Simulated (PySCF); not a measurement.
**SiH3Cl (chlorosilane): CCSDT(Q)/STO-3G**

Aim: the energy change on altering one bond length of SiH3Cl (chlorosilane) at CCSDT(Q)/STO-3G, from 2 runs. The job is set up through a Python script.

The calculation is run with PySCF 2.14.0.

9 further runs of the same task are left out: 9 set aside as unsound or not needed.

## Step 1: The molecule

The species is SiH3Cl (5 atoms), meant as a singlet with charge 0. As SMILES, `[SiH3]Cl`. The coordinates come from a PBE0-D4/def2-TZVP relaxation.

Bond lengths: Si1–Cl2 2.054 Å, Si1–H3 1.481 Å, Si1–H4 1.481 Å, Si1–H5 1.481 Å. Angles: Cl2–Si1–H3 108.5°, Cl2–Si1–H4 108.5°, Cl2–Si1–H5 108.5°, H3–Si1–H4 110.4°, H3–Si1–H5 110.4°, H4–Si1–H5 110.4°.

## Step 2: The energy at CCSDT(Q)/STO-3G

input.py reads:

```python
from pyscf import gto, scf, cc

system = gto.M(
    atom='''
Si      -0.112000       0.018600      -0.030900
Cl       1.838300      -0.513500       0.329900
H       -0.950900      -0.488300       1.079100
H       -0.534700      -0.585700      -1.314900
H       -0.190800       1.495400      -0.104700
''',
    verbose=4,
    max_memory=1860,
    charge=0,
    basis='sto-3g',
)

mf = scf.RHF(system)
mf.conv_tol = 1e-10
mf.kernel()
if not mf.converged:
    mf = mf.newton().run(mf.mo_coeff, mf.mo_occ)

mycc = cc.CCSDT(mf, frozen=10)
mycc.kernel()
e_bracket, e_q = mycc.ccsdt_q()
e_final = mycc.e_tot + e_q
print('Final energy', e_final)
```

On the command line:

```sh
OMP_NUM_THREADS=1 python input.py
```

Log:

```text
PySCF version 2.14.0

[... 53 lines left out ...]
converged SCF energy = -741.972181284324
[... 16 lines left out ...]
WARN: A large `blksize` is being used, which may cause large memory consumption
[... 13 lines left out ...]
Init t2, MP2 energy = -742.017397347945  E_corr(MP2) -0.045216063621
[... 11 lines left out ...]
RCCSDT converged
[... 5 lines left out ...]
Final energy -742.0388728202119
```

Run time: 1.6 s. Hardware: 1 thread of Arm Neoverse V1, shared host; peak memory 0.1 GiB.

## Step 3: The distorted shape

job.py reads:

```python
from pyscf import gto, scf, cc

molecule = gto.M(
    atom='''
Si   0.055795   0.119989  -0.252920
Cl   2.006095  -0.412111   0.107880
H   -0.950900  -0.488300   1.079100
H   -0.366905  -0.484311  -1.536920
H   -0.023005   1.596789  -0.326720
''',
    basis='sto-3g',
    max_memory=1860,
    verbose=4,
)

calc0 = scf.RHF(molecule)
calc0.conv_tol = 1e-10
calc0.kernel()
if not calc0.converged:
    calc0 = calc0.newton().run(calc0.mo_coeff, calc0.mo_occ)

mycc = cc.CCSDT(calc0, frozen=10)
mycc.kernel()
e_bracket, e_q = mycc.ccsdt_q()
e_tot = mycc.e_tot + e_q
print('E(%s) = %.9f' % ('CCSDT(Q)', e_tot))
```

On the command line:

```sh
OMP_NUM_THREADS=1 python job.py
```

Log:

```text
PySCF version 2.14.0

[... 55 lines left out ...]
converged SCF energy = -741.927423486834
[... 16 lines left out ...]
WARN: A large `blksize` is being used, which may cause large memory consumption
[... 13 lines left out ...]
Init t2, MP2 energy = -741.979284708323  E_corr(MP2) -0.051861221489
[... 12 lines left out ...]
RCCSDT converged
[... 5 lines left out ...]
E(CCSDT(Q)) = -742.006027751
```

Run time: 1.5 s. Hardware: 1 thread of Arm Neoverse V1, shared host; peak memory 0.1 GiB.

## Step 4: Outcome

Level: CCSDT(Q)/STO-3G, 10 core orbitals frozen.

| quantity | value |
| --- | --- |
| first shape: total energy | -742.03887 Eh |
| first shape: dipole moment (Hartree–Fock density) | 2.84 D |
| first shape: HOMO energy (Hartree–Fock orbitals) | -10.15 eV |
| first shape: LUMO energy (Hartree–Fock orbitals) | 9.58 eV |
| first shape: HOMO–LUMO gap (Hartree–Fock orbitals) | 19.73 eV |
| first shape: correlation energy (10 core orbitals frozen) | -66.7 mEh |
| first shape: T1 diagnostic | 0.004 |
| distorted shape: total energy | -742.00603 Eh |
| distorted shape: dipole moment (Hartree–Fock density) | 2.78 D |
| distorted shape: HOMO energy (Hartree–Fock orbitals) | -9.76 eV |
| distorted shape: LUMO energy (Hartree–Fock orbitals) | 8.73 eV |
| distorted shape: HOMO–LUMO gap (Hartree–Fock orbitals) | 18.50 eV |
| distorted shape: correlation energy (10 core orbitals frozen) | -78.6 mEh |
| distorted shape: T1 diagnostic | 0.005 |
| energy change with the Si1–H3 bond stretched from 1.481 to 1.777 Å | 0.894 eV |

In words: With the Si1–H3 bond stretched from 1.481 to 1.777 Å the energy rises by 0.89 eV (20.6 kcal/mol). The first shape isn't relaxed at this level, so the change isn't measured from a minimum. The minimal basis adds a large error of its own. Mulliken charges (first shape) of the mean-field density run from -0.39 on Cl2 to +0.77 on Si1.
